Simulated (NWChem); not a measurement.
# Spin states of P (-1)

SMILES: [P-]
```xyz
1

P      0.0000     0.0000     0.0000
```
Charge -1, spin multiplicity 3.

Program: NWChem.

Basis set: def2-TZVPD. The gap is E(triplet) − E(singlet), so a negative value puts the higher spin lower. Open shells are unrestricted, and the singlet is the closed-shell solution. The triplet is the single determinant that the SCF runs reached, with unpaired electrons in orbitals of symmetry b1u and b3u (D2h labels); it need not be the lowest triplet, which in molecules with degenerate π orbitals can need several determinants. Where the lowest singlet needs several determinants, the single determinant used here isn't a pure state and places it wrongly.

The correlated methods keep 5 core orbitals frozen. No SCF solution was tested for a lower state. Open-shell Hartree-Fock references start from PBE0 orbitals.

**Question.** Order these methods by the vertical singlet-triplet gap they give, lowest first: HF, MP2, B2PLYP, M06-2X.

**Answer.** HF (-41.7 kcal/mol), MP2 (-32.1 kcal/mol), B2PLYP (-29.2 kcal/mol), M06-2X (-27.0 kcal/mol)
